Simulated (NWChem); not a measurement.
Everything below was run with NWChem. System: F₂, charge 0, spin multiplicity 1, displaced from the optimised geometry.

Input file:

```
start mol
memory heap 200 mb stack 900 mb global 1100 mb
geometry units angstroms nocenter noautoz
  F      0.000000     0.000000     0.701991
  F      0.000000     0.000000    -0.701991
  symmetry group D2h
end
basis spherical
  * library def2-svp
end
dft
  xc slater vwn_5
  semidirect memsize 60000000 filesize 0
  iterations 100
  convergence nodiis damp 40
end
task dft gradient
```

The output up to the point where the run's verdict is printed (cleaned and shortened):

```
             Northwest Computational Chemistry Package (NWChem) 7.3.0
             --------------------------------------------------------

                                NWChem Input Module
                                -------------------

 Scaling coordinates for geometry "geometry" by  1.889725989
 (inverse scale =  0.529177249)

 Turning off AUTOSYM since
 SYMMETRY directive was detected!

                             Geometry "geometry" -> ""
                             -------------------------

 Output coordinates in angstroms (scale by  1.889725989 to convert to a.u.)

  No.       Tag          Charge          X              Y              Z
 ---- ---------------- ---------- -------------- -------------- --------------
    1 F                    9.0000     0.00000000     0.00000000     0.70199100
    2 F                    9.0000     0.00000000     0.00000000    -0.70199100

 Effective nuclear repulsion energy (a.u.)      30.5298480814

            Nuclear Dipole moment (a.u.)
            ----------------------------
        X                 Y               Z
 ---------------- ---------------- ----------------
     0.0000000000     0.0000000000     0.0000000000

      Symmetry information
      --------------------

 Group name             D2h
 Group number             26
 Group order               8
 No. of unique centers     1

      Symmetry unique atoms

     1


 Summary of "ao basis" -> "" (spherical)
 ------------------------------------------------------------------------------
       Tag                 Description            Shells   Functions and Types
 ---------------- ------------------------------  ------  ---------------------
 *                          def2-svp                  on all atoms

                                 NWChem DFT Module
                                 -----------------

 Summary of "ao basis" -> "ao basis" (spherical)
 ------------------------------------------------------------------------------
       Tag                 Description            Shells   Functions and Types
 ---------------- ------------------------------  ------  ---------------------
[...]
 !! scf_movecs_sym_adapt:   12 vectors were symmetry contaminated

 d= 0,ls=0.0         84   -197.8432501967  3.05D-03  5.42D-02               1.1

 !! scf_movecs_sym_adapt:   12 vectors were symmetry contaminated

  Symmetry fudging

 !! scf_movecs_sym_adapt:   12 vectors were symmetry contaminated

 d= 0,ls=0.0         85   -197.8027067568  4.05D-02  5.64D-02               1.1

 !! scf_movecs_sym_adapt:   12 vectors were symmetry contaminated

  Symmetry fudging

 !! scf_movecs_sym_adapt:   12 vectors were symmetry contaminated

 d= 0,ls=0.0         86   -197.8020646575  6.42D-04  5.87D-02               1.1

 !! scf_movecs_sym_adapt:   12 vectors were symmetry contaminated

  Symmetry fudging

 !! scf_movecs_sym_adapt:   12 vectors were symmetry contaminated

 d= 0,ls=0.0         87   -197.7541305476  4.79D-02  6.10D-02               1.1

 !! scf_movecs_sym_adapt:   12 vectors were symmetry contaminated

  Symmetry fudging

 !! scf_movecs_sym_adapt:   12 vectors were symmetry contaminated

 d= 0,ls=0.0         88   -197.7570028810 -2.87D-03  6.32D-02               1.1

 !! scf_movecs_sym_adapt:   12 vectors were symmetry contaminated

  Symmetry fudging

 !! scf_movecs_sym_adapt:   12 vectors were symmetry contaminated

 d= 0,ls=0.0         89   -197.7010569242  5.59D-02  6.55D-02               1.2

 !! scf_movecs_sym_adapt:   12 vectors were symmetry contaminated

  Symmetry fudging

 !! scf_movecs_sym_adapt:   12 vectors were symmetry contaminated

 d= 0,ls=0.0         90   -197.7087056655 -7.65D-03  6.77D-02               1.2

 !! scf_movecs_sym_adapt:   12 vectors were symmetry contaminated

  Symmetry fudging

 !! scf_movecs_sym_adapt:   12 vectors were symmetry contaminated

 d= 0,ls=0.0         91   -197.6443044662  6.44D-02  6.99D-02               1.2

 !! scf_movecs_sym_adapt:   12 vectors were symmetry contaminated

  Symmetry fudging

 !! scf_movecs_sym_adapt:   12 vectors were symmetry contaminated

 d= 0,ls=0.0         92   -197.6580707988 -1.38D-02  7.21D-02               1.2

 !! scf_movecs_sym_adapt:   12 vectors were symmetry contaminated

  Symmetry fudging

 !! scf_movecs_sym_adapt:   12 vectors were symmetry contaminated

 d= 0,ls=0.0         93   -197.5849953777  7.31D-02  7.43D-02               1.2

 !! scf_movecs_sym_adapt:   12 vectors were symmetry contaminated

  Symmetry fudging

 !! scf_movecs_sym_adapt:   12 vectors were symmetry contaminated

 d= 0,ls=0.0         94   -197.6061992336 -2.12D-02  7.63D-02               1.3

 !! scf_movecs_sym_adapt:   12 vectors were symmetry contaminated

  Symmetry fudging

 !! scf_movecs_sym_adapt:   12 vectors were symmetry contaminated

 d= 0,ls=0.0         95   -197.5244795331  8.17D-02  7.84D-02               1.3

 !! scf_movecs_sym_adapt:   12 vectors were symmetry contaminated

  Symmetry fudging

 !! scf_movecs_sym_adapt:   12 vectors were symmetry contaminated

 d= 0,ls=0.0         96   -197.5543056303 -2.98D-02  8.03D-02               1.3

 !! scf_movecs_sym_adapt:   12 vectors were symmetry contaminated

  Symmetry fudging

 !! scf_movecs_sym_adapt:   12 vectors were symmetry contaminated

 d= 0,ls=0.0         97   -197.4642171275  9.01D-02  8.22D-02               1.3

 !! scf_movecs_sym_adapt:   12 vectors were symmetry contaminated

  Symmetry fudging

 !! scf_movecs_sym_adapt:   12 vectors were symmetry contaminated

 d= 0,ls=0.0         98   -197.5036074058 -3.94D-02  8.40D-02               1.3

 !! scf_movecs_sym_adapt:   12 vectors were symmetry contaminated

  Symmetry fudging

 !! scf_movecs_sym_adapt:   12 vectors were symmetry contaminated

 d= 0,ls=0.0         99   -197.4056403786  9.80D-02  8.58D-02               1.3

 !! scf_movecs_sym_adapt:   12 vectors were symmetry contaminated

  Symmetry fudging

 !! scf_movecs_sym_adapt:   12 vectors were symmetry contaminated

 d= 0,ls=0.0        100   -197.4552131179 -4.96D-02  8.73D-02               1.4
```

Convergence was not reached. The next line reads: Calculation failed to converge. NWChem stopped with the message: dft gradient failed.
